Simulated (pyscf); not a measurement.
H₃Si–SeH + H₂Se -> HSe–SiH₂–SeH + H₂, a four-centre exchange (singlet surface; H–Si, H–Se broken, Se–Si, H–H formed). Structures and frequencies: ωB97X-D3(BJ)/def2-SVP in PySCF. Energies in kJ/mol from the separated reactants.

AM1 to PM7: differences of heats of formation from MOPAC. 

Q: Quick AM1 single points give ΔE‡ = 120.1 kJ/mol and ΔE = -63.6 kJ/mol. What does ωB97M-D3(BJ)/def2-TZVP give, and how far is the quick result from it?

A: ωB97M-D3(BJ)/def2-TZVP gives ΔE‡ = 185.1 kJ/mol and ΔE = -41.2 kJ/mol. AM1 lies 65.0 kJ/mol under it in the barrier and 22.4 kJ/mol under it in the reaction energy, so on this step it does not hold to within 12.6 kJ/mol. ωB97M-D3(BJ)/def2-TZVP has limits of its own. One saddle was located; it need not be the lowest between these sides. In the def2 sets elements up to Kr have no core potential.
